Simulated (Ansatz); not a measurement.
**Al–CH–Cl, doublet: reading a ladder of total energies**

Geometry: displaced at random from a stationary point.

```yaml
atoms:
  - { symbol: Al, position_ang: [0.0678, -0.1829, 1.6817] }
  - { symbol: C, position_ang: [-0.0971, 0.9259, 0.0454] }
  - { symbol: Cl, position_ang: [-0.0205, -0.2274, -1.2863] }
  - { symbol: H, position_ang: [0.0626, 1.8620, -0.3155] }
```

Basis cc-pVDZ; Ansatz 0.2.0. Correlated methods freeze the noble-gas cores, which leaves 15 electrons in 44 orbitals. Prefix R: restricted or restricted open-shell reference; prefix U: unrestricted.

Full CI isn't at hand for all of this; UCCSDT(Q) serves as the reference, and is uncertain by about the last step of the cluster series.

Runs differ by some tens of microhartree through their thresholds and, for an open shell, their frozen cores, so steps under 0.03 kcal/mol mean nothing.

```
    level  total energy (hartree)
      UHF             -739.805173
     UMP2             -740.093224
    UCCSD             -740.134049
 UCCSD(T)             -740.143586
   UCCSDT             -740.144754
UCCSDT(Q)             -740.145564
```

What is the correlation energy at UCCSDT(Q), and what share of it do UMP2 and UCCSD(T) recover?

E(corr) = -740.145564 − (-739.805173) = -0.340391 hartree = -9.263 eV. UMP2: -0.288051 / -0.340391 = 84.62 %. UCCSD(T): -0.338413 / -0.340391 = 99.42 %.

By how many kcal/mol does UCCSD(T) miss UCCSDT(Q) (1 hartree = 627.509 kcal/mol), and which steps make up the rest?

-740.143586 − (-740.145564) = 0.001978 hartree = 1.24 kcal/mol. Steps: UCCSDT − UCCSD(T) = -0.73, UCCSDT(Q) − UCCSDT = -0.51 kcal/mol. Differences between like states or geometries often cancel part of this.
